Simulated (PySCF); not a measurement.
PySCF input (M06-L/def2-TZVPD):

```python
from pyscf import gto, scf, dft

mol = gto.M(
    atom='''
    Cl    0.00000000    0.00000000    0.00000000
    ''',
    basis='def2-tzvpd',
    charge=-1,
    spin=0,
    verbose=4,
)

mf = dft.RKS(mol, xc='m06l').density_fit(auxbasis='def2-universal-jkfit')
mf.grids.level = 4
mf.conv_tol = 1e-9
mf.max_cycle = 100
mf.max_memory = 1500
mf.kernel()
if not mf.converged:
    mf = mf.newton()
    mf.kernel(mf.make_rdm1())
mf.analyze()
```

Output:

```
PySCF version 2.14.0

[INPUT] verbose = 4
[INPUT] num. atoms = 1
[INPUT] num. electrons = 18
[INPUT] charge = -1
[INPUT] spin (= nelec alpha-beta = 2S) = 0
[INPUT] symmetry False subgroup None
[INPUT] Mole.unit = angstrom
[INPUT] Symbol           X                Y                Z      unit          X                Y                Z       unit  Magmom
[INPUT]  1 Cl     0.000000000000   0.000000000000   0.000000000000 AA    0.000000000000   0.000000000000   0.000000000000 Bohr   0.0

nuclear repulsion = 0
number of shells = 16
number of NR pGTOs = 72
number of NR cGTOs = 46
basis = def2-tzvpd
ecp = {}

******** <class 'pyscf.df.df_jk.DFRKS'> ********
method = DFRKS
initial guess = minao
damping factor = 0
level_shift factor = 0
DIIS = <class 'pyscf.scf.diis.CDIIS'>
diis_start_cycle = 1
diis_space = 8
diis_damp = 0
SCF conv_tol = 1e-09
SCF conv_tol_grad = None
SCF max_cycles = 100
direct_scf = False
XC library pyscf.dft.libxc version 7.1.2
    S. Lehtola, C. Steigemann, M. J. T. Oliveira, and M. A. L. Marques,  SoftwareX 7, 1–5 (2018)
XC functionals = m06l
    Y. Zhao and D. G. Truhlar,  J. Chem. Phys. 125, 194101 (2006)
    Y. Zhao and D. G. Truhlar,  J. Chem. Phys. 125, 194101 (2006)
    Y. Zhao and D. G. Truhlar,  Theor. Chem. Acc. 120, 215 (2008)
radial grids:
    Treutler-Ahlrichs [JCP 102, 346 (1995); DOI:10.1063/1.469408] (M4) radial grids

becke partition: Becke, JCP 88, 2547 (1988); DOI:10.1063/1.454033
pruning grids: <function nwchem_prune>
grids dens level: 4
symmetrized grids: False
atomic radii adjust function: <function treutler_atomic_radii_adjust>
small_rho_cutoff = 0
Set gradient conv threshold to 3.16228e-05
Initial guess from minao.
tot grids = 28696
init E= -460.099686005389
  HOMO = -0.341567475481245  LUMO = 0.0494432018566994  gap/eV = 10.63994
cycle= 1 E= -460.200949569533  delta_E= -0.101  |g|= 0.418  |ddm|= 0.409
  HOMO = 0.130844784662562  LUMO = 0.237529562883689  gap/eV = 2.90304
cycle= 2 E= -460.066138105793  delta_E= 0.135  |g|= 0.803  |ddm|= 1.36
  HOMO = 0.00173910239242415  LUMO = 0.20055324906341  gap/eV = 5.41001
cycle= 3 E= -460.270278585255  delta_E= -0.204  |g|= 0.0534  |ddm|= 0.852
  HOMO = 0.00434359678845979  LUMO = 0.230940091233882  gap/eV = 6.16600
cycle= 4 E= -460.271506658313  delta_E= -0.00123  |g|= 0.00756  |ddm|= 0.169
  HOMO = 0.00712202447248883  LUMO = 0.227639766583445  gap/eV = 6.00059
cycle= 5 E= -460.271513479123  delta_E= -6.82e-06  |g|= 0.00276  |ddm|= 0.00975
  HOMO = 0.00615041856858217  LUMO = 0.229152292699743  gap/eV = 6.06819
cycle= 6 E= -460.271516066104  delta_E= -2.59e-06  |g|= 0.000129  |ddm|= 0.00769
  HOMO = 0.00612630827529457  LUMO = 0.22887810143063  gap/eV = 6.06139
cycle= 7 E= -460.271516081859  delta_E= -1.58e-08  |g|= 3.64e-05  |ddm|= 0.000633
  HOMO = 0.00611269629520788  LUMO = 0.228883225310869  gap/eV = 6.06189
cycle= 8 E= -460.271516082284  delta_E= -4.25e-10  |g|= 1.68e-06  |ddm|= 5.46e-05
  HOMO = 0.00611178376524165  LUMO = 0.228882107965753  gap/eV = 6.06189
Extra cycle  E= -460.271516082285  delta_E= -6.82e-13  |g|= 8.84e-07  |ddm|= 3.95e-06
converged SCF energy = -460.271516082285
**** SCF Summaries ****
Total Energy =                        -460.271516082284620
Nuclear Repulsion Energy =               0.000000000000000
One-electron Energy =                 -641.327719463817857
Two-electron Energy =                  181.056203381533237
Two-electron Coulomb Energy =          209.516571007904560
DFT Exchange-Correlation Energy =      -28.460367626371333
HOMO-LUMO gap [eV] =                     6.061889285620649
**** MO energy ****
MO #1   energy= -100.846356598995  occ= 2
MO #2   energy= -9.07493105968917  occ= 2
MO #3   energy= -6.77710106957053  occ= 2
MO #4   energy= -6.77710106957047  occ= 2
MO #5   energy= -6.77710106957047  occ= 2
MO #6   energy= -0.441379433297389 occ= 2
MO #7   energy= 0.00611178376521095 occ= 2
MO #8   energy= 0.00611178376522923 occ= 2
MO #9   energy= 0.00611178376524165 occ= 2
MO #10  energy= 0.228882107965753  occ= 0
MO #11  energy= 0.228882107965771  occ= 0
MO #12  energy= 0.228882107965776  occ= 0
MO #13  energy= 0.275068649460593  occ= 0
MO #14  energy= 0.405755382599462  occ= 0
MO #15  energy= 0.405755382599463  occ= 0
MO #16  energy= 0.405755382599472  occ= 0
MO #17  energy= 0.405755382599473  occ= 0
MO #18  energy= 0.40575538259948   occ= 0
MO #19  energy= 0.676361183949412  occ= 0
MO #20  energy= 0.67636118394945   occ= 0
MO #21  energy= 0.676361183949454  occ= 0
MO #22  energy= 0.866320538157018  occ= 0
MO #23  energy= 0.866320538157023  occ= 0
MO #24  energy= 0.86632053815703   occ= 0
MO #25  energy= 0.866320538157043  occ= 0
MO #26  energy= 0.866320538157045  occ= 0
MO #27  energy= 1.1369531316187    occ= 0
MO #28  energy= 2.27078918045335   occ= 0
MO #29  energy= 2.27078918045336   occ= 0
MO #30  energy= 2.27078918045338   occ= 0
MO #31  energy= 2.27078918045339   occ= 0
MO #32  energy= 2.27078918045343   occ= 0
MO #33  energy= 2.43335112942298   occ= 0
MO #34  energy= 2.43335112942298   occ= 0
MO #35  energy= 2.43335112942299   occ= 0
MO #36  energy= 2.43335112942299   occ= 0
MO #37  energy= 2.433351129423     occ= 0
MO #38  energy= 2.433351129423     occ= 0
MO #39  energy= 2.43335112942303   occ= 0
MO #40  energy= 2.68524309109258   occ= 0
MO #41  energy= 2.68524309109262   occ= 0
MO #42  energy= 2.68524309109264   occ= 0
MO #43  energy= 11.1590161019553   occ= 0
MO #44  energy= 11.1590161019553   occ= 0
MO #45  energy= 11.1590161019553   occ= 0
MO #46  energy= 24.7319505585614   occ= 0
 ** Mulliken pop on meta-lowdin orthogonal AOs  **
 ** Mulliken pop  **
pop of  0 Cl 1s           1.99999
pop of  0 Cl 2s           1.99990
pop of  0 Cl 3s           1.99847
pop of  0 Cl 4s           0.00157
pop of  0 Cl 5s           0.00005
pop of  0 Cl 6s           0.00002
pop of  0 Cl 2px          1.99997
pop of  0 Cl 2py          1.99997
pop of  0 Cl 2pz          1.99997
pop of  0 Cl 3px          1.98206
pop of  0 Cl 3py          1.98206
pop of  0 Cl 3pz          1.98206
pop of  0 Cl 4px          0.01676
pop of  0 Cl 4py          0.01676
pop of  0 Cl 4pz          0.01676
pop of  0 Cl 5px          0.00114
pop of  0 Cl 5py          0.00114
pop of  0 Cl 5pz          0.00114
pop of  0 Cl 6px          0.00004
pop of  0 Cl 6py          0.00004
pop of  0 Cl 6pz          0.00004
pop of  0 Cl 7px          0.00002
pop of  0 Cl 7py          0.00002
pop of  0 Cl 7pz          0.00002
pop of  0 Cl 3dxy         0.00000
pop of  0 Cl 3dyz         0.00000
pop of  0 Cl 3dz^2        0.00000
pop of  0 Cl 3dxz         0.00000
pop of  0 Cl 3dx2-y2      0.00000
pop of  0 Cl 4dxy         0.00000
pop of  0 Cl 4dyz         0.00000
pop of  0 Cl 4dz^2        0.00000
pop of  0 Cl 4dxz         0.00000
pop of  0 Cl 4dx2-y2      0.00000
pop of  0 Cl 5dxy         0.00000
pop of  0 Cl 5dyz         0.00000
pop of  0 Cl 5dz^2        0.00000
pop of  0 Cl 5dxz         0.00000
pop of  0 Cl 5dx2-y2      0.00000
pop of  0 Cl 4f-3         0.00000
pop of  0 Cl 4f-2         0.00000
pop of  0 Cl 4f-1         0.00000
pop of  0 Cl 4f+0         0.00000
pop of  0 Cl 4f+1         0.00000
pop of  0 Cl 4f+2         0.00000
pop of  0 Cl 4f+3         0.00000
 ** Mulliken atomic charges  **
charge of    0Cl =     -1.00000

WARN: System has nonzero charge -1; the dipole moment is origin-dependent.
Location of origin: [0. 0. 0.]

Dipole moment(X, Y, Z, Debye): -0.00000,  0.00000, -0.00000
```
